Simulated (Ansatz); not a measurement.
## LiF, singlet: up the ladder of correlation methods

Computed with Ansatz's Gaussian-basis code (development build); BCCD by scripts on PySCF. Nonrelativistic, STO-3G, 1 core orbital frozen. Perturbation and coupled-cluster methods stand on the Hartree–Fock determinant that coupled cluster favours. The state met can change along the bond. A minimal or small basis: far from the basis limit. The unrestricted determinant is a mixture of spins, so it may stand for another state.

Correlation energy of CCSD(T), then each method's total less that of CCSD(T), in eV:

```json
{"case": "1.486 Å RHF", "E corr CCSD(T)": "-1.892", "BCCD": "+0.522", "BCCD(T)": "+0.030", "determinant": "–"}
{"case": "1.877 Å RHF", "E corr CCSD(T)": "-2.275", "BCCD": "+0.859", "BCCD(T)": "+0.058", "determinant": "–"}
{"case": "2.346 Å RHF", "E corr CCSD(T)": "-2.562", "BCCD": "+0.411", "BCCD(T)": "+0.158", "determinant": "–"}
{"case": "2.815 Å RHF", "E corr CCSD(T)": "-3.591", "BCCD": "+0.094", "BCCD(T)": "+0.063", "determinant": "–"}
{"case": "3.754 Å RHF", "E corr CCSD(T)": "-5.583", "BCCD": "+0.016", "BCCD(T)": "+0.008", "determinant": "–"}
{"case": "3.754 Å UHF", "E corr CCSD(T)": "-0.012", "BCCD": "-0.004", "BCCD(T)": "-0.011", "determinant": "⟨S²⟩ = 1.000"}
{"case": "4.692 Å RHF", "E corr CCSD(T)": "-6.641", "BCCD": "+0.009", "BCCD(T)": "+0.002", "determinant": "–"}
```

Give full CI less CCSD(T). Is CCSD(T) good to 1 kcal/mol?

1.486 Å RHF: +0.016 eV (within); 1.877 Å RHF: +0.022 eV (within); 2.346 Å RHF: -0.099 eV (outside); 2.815 Å RHF: +0.017 eV (within); 3.754 Å RHF: +0.009 eV (within); 3.754 Å UHF: -0.010 eV (within, spin-contaminated determinant); 4.692 Å RHF: +0.005 eV (within).

Which method comes nearest to full CI in total energy for 2.346 Å RHF?

CCSD(T), 0.099 eV away; next BCCD(T) (0.257 eV), last BCCD (0.510 eV).
